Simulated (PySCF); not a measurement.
## CO₂ + N₂ → CN₂ + O₂

Level: PBE in the def2-TZVP basis family, all electrons, no relativity, computed in PySCF with density fitting; open shells unrestricted.

```tsv
species	state and structure	E (Eh)	ZPE (kJ/mol)	H(298 K) − H(0) (kJ/mol)	S° (J/(mol K))
CO₂	singlet, D∞h, C–O 1.171 Å (×2)	-188.47931	29.8	9.4	214.2
N₂	singlet, D∞h, N–N 1.103 Å	-109.45201	14.1	8.7	191.6
CN₂	triplet, D∞h, C–N 1.235 Å (×2)	-147.38113	22.2	10.2	226.0
O₂	triplet, D∞h, O–O 1.219 Å	-150.24892	9.3	8.7	205.2
```

Q: What is the electronic reaction energy?

A: At PBE/def2-TZVP, ΔE = 791.0 kJ/mol from the differences of the total energies times 2625.5, uphill. 

Q: Add zero-point, thermal and entropy terms for 298.15 K and 1 bar.

A: ΔZPE = -12.4 and Δ[H(298) − H(0)] = 0.8 kJ/mol give ΔH° = 779.4 kJ/mol. ΔS° = 25.4 J/(mol K), so ΔG° = 779.4 − 298.15 × (0.0254) = 772 kJ/mol.

Each species is the lowest minimum found with this bonding; other isomers or fragments can lie lower.
